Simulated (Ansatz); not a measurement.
in.yaml

```yaml
crystal:
  periodic: [false, false, false]
  atoms:
    - {symbol: Al, position_ang: [0.000000, -0.151695, 1.750022]}
    - {symbol: Ge, position_ang: [0.000000, -0.134195, -0.755651]}
    - {symbol: B, position_ang: [0.000000, 1.356911, 0.412828]}
    - {symbol: H, position_ang: [0.000000, -0.822105, 3.183825]}
basis:
  gaussian: {orbitals: cc-pVDZ}
magnetization: {spin_polarized: false, initial_magnetization: 1}
correlation: {method: fic_mrcisd_q, electrons: outside_noble_gas, active_space: {window: {electrons: 9, orbitals: 9}}}
```

```sh
$ ansatz run in.yaml --threads 1 --pin off --events-out ev --progress --plain --max-ram 2393MiB
```

Log:

```
686 factors; integrals over basis functions are off by at most 6.9e-4 eV
mean field evaluation 1: about -63738.6700 eV, gradient 1.2e1 eV
mean field evaluation 2: about -63738.7151 eV, gradient 1.2e1 eV
mean field evaluation 4: about -63739.5233 eV, gradient 3.4e0 eV
mean field evaluation 8: about -63739.6064 eV, gradient 3.7e-1 eV
mean field evaluation 16: about -63739.6200 eV, gradient 6.1e-6 eV
mean field evaluation 32: about -63739.4344 eV, gradient 9.0e-1 eV
mean field evaluation 64: about -63739.3499 eV, gradient 1.1e0 eV
mean field -63739.62003994 eV, -2342.3878322017 hartree, gradient 6.1e-6 eV, S^2 0.750000; 8 other end points of the search recorded, 0 dependent functions left out
reference -63739.62003994 eV, -2342.3878322017 hartree; 26, 25 occupied and 38, 39 virtual orbitals, 686 factors
state -63742.29759248 eV, -2342.4862304426 hartree
contracted CI cycle   1: correlation 0.00000000 eV, 0.0000000000 hartree, residual 1.39e1 eV
contracted CI cycle   2: correlation -4.00341114 eV, -0.1471226459 hartree, residual 2.86e0 eV
contracted CI cycle   3: correlation -4.18281632 eV, -0.1537156646 hartree, residual 7.05e-1 eV
contracted CI cycle   4: correlation -4.19444873 eV, -0.1541431477 hartree, residual 2.24e-1 eV
contracted CI cycle   5: correlation -4.19569014 eV, -0.1541887689 hartree, residual 8.26e-2 eV
contracted CI cycle   6: correlation -4.19584070 eV, -0.1541943018 hartree, residual 2.84e-2 eV
contracted CI cycle   7: correlation -4.19585862 eV, -0.1541949602 hartree, residual 9.79e-3 eV
contracted CI cycle   8: correlation -4.19586080 eV, -0.1541950402 hartree, residual 3.09e-3 eV
contracted CI cycle   9: correlation -4.19586103 eV, -0.1541950487 hartree, residual 1.06e-3 eV
state -63742.29759248 eV, -2342.4862304426 hartree; corrected -63746.95148607 eV, -2342.6572578775 hartree
Total energy: -63746.95148607 eV, -2342.6572578775 hartree
```

Ran on 1 thread of Arm Neoverse V1, shared host: 36 s wall, 0.49 GiB peak host memory.
